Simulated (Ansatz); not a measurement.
## [SiH3···H···H], doublet in cc-pVDZ: errors against RCCSDTQ

Geometry: a point of a hydrogen-transfer path between rigid fragments, not a stationary point.

```yaml
atoms:
  - { symbol: Si, position_ang: [-0.0953, 0.0000, 0.0000] }
  - { symbol: H, position_ang: [-0.5901, 1.3997, 0.0000] }
  - { symbol: H, position_ang: [-0.5901, -0.6999, 1.2122] }
  - { symbol: H, position_ang: [-0.5901, -0.6999, -1.2122] }
  - { symbol: H, position_ang: [1.6597, 0.0000, 0.0000] }
  - { symbol: H, position_ang: [2.7647, 0.0000, 0.0000] }
```

Basis cc-pVDZ; Ansatz 0.2.0. Correlated methods freeze the noble-gas cores, which leaves 9 electrons in 38 orbitals. Prefix R: restricted or restricted open-shell reference; prefix U: unrestricted. Active spaces: valence = (9e, 9o) chosen from the atoms' valence shells; pair = (3e, 3o) about the gap.

Full CI isn't at hand for all of this; RCCSDTQ serves as the reference, and is uncertain by about the last step of the cluster series. The frozen core follows each run's orbitals, which can shift R against U totals by a few meV.

For open shells CISD is restricted-active-space CI with the open shells as a complete middle space.

```
UHF ⟨S²⟩                          : 0.790
T1 diagnostic (RCCSD)             : 0.0295
largest doubles amplitude (RCCSD) : 0.053
T1 diagnostic (UCCSD)             : 0.0182
```

```
                     level  E − E(RCCSDTQ) (kJ/mol)  share of correlation (%)  wall time
                       RHF                    453.4                      0.00          –
                       UHF                    430.8                      4.98          –
                      RMP2                    105.0                     76.84          –
                      UMP2                    105.1                     76.82          –
                      CISD                     37.6                     91.71     0.84 s
                     RCCSD                     10.9                     97.59          –
                     UCCSD                     10.5                     97.69          –
                  RCCSD(T)                      2.4                     99.47     0.79 s
                  UCCSD(T)                      2.4                     99.46     0.88 s
                   BCCD(T)                      2.4                     99.48        1 s
                    RCCSDT                      0.3                     99.93          –
                    UCCSDT                      0.3                     99.94          –
                 RCCSDT(Q)                      0.1                     99.99       13 s
                 UCCSDT(Q)                      0.0                     99.99       11 s
       CASSCF (pair space)                    387.3                     14.59          –
       NEVPT2 (pair space)                     94.0                     79.26     0.45 s
    CASSCF (valence space)                    272.8                     39.84          –
    NEVPT2 (valence space)                     85.4                     81.17      2.1 s
NEVPT4(SD) (valence space)                     13.8                     96.96      3.3 s
    MRCISD (valence space)                     15.3                     96.64          –
  MRCISD+Q (valence space)                      2.0                     99.56      3.7 s
```

The correlation energy at RCCSDTQ, counted from RHF, is -4.699 eV. That run took 29 s on 2 threads of AMD EPYC 7R13 with a shared H100 80 GB, shared host.

Times hold each run's SCF and search for its determinant on a shared host, so for small cases they say little of a method's own cost; they ran on 1 thread of AMD EPYC 7R13.

Natural occupations of CASSCF (valence space) about the gap: 1.985 1.976 1.976 1.959 1.001 0.042 0.023 0.018 0.018; effectively unpaired electrons, Σ n²(2−n)², 1.02.
